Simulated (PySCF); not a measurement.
## How methods differ on the ionisation energy of Li

Li [He] 2s1 (2S) → Li⁺ 1s2 (1S), as a difference of total energies. All numbers are calculated (PySCF 2.14, scalar relativity by spin-free X2C-1e, in x2c-QZVPPall (6s4p2d1f, 35 functions)). Correlated levels: valence and next inner shell: nothing frozen. The calculations carry no spin-orbit coupling.

| method | ionisation energy (eV) |
| --- | --- |
| UHF | 5.343 |
| LDA | 5.474 |
| PBE | 5.586 |
| PBE0 | 5.569 |
| r2SCAN | 5.391 |
| M06 | 5.319 |
| wB97X-V | 5.457 |
| TPSS | 5.503 |
| wB97X | 5.311 |
| MP2 (valence and next inner shell) | 5.369 |
| SCS-MP2 (valence and next inner shell) | 5.364 |

Q: How much does correlation contribute at MP2 (valence and next inner shell)?

A: 5.369 − (5.343) = 0.026 eV, measured against UHF.

Errors of the correlated levels include the incompleteness of this basis.

For comparison: 5.392 eV (measured; NIST Atomic Spectra Database, ionization energies).
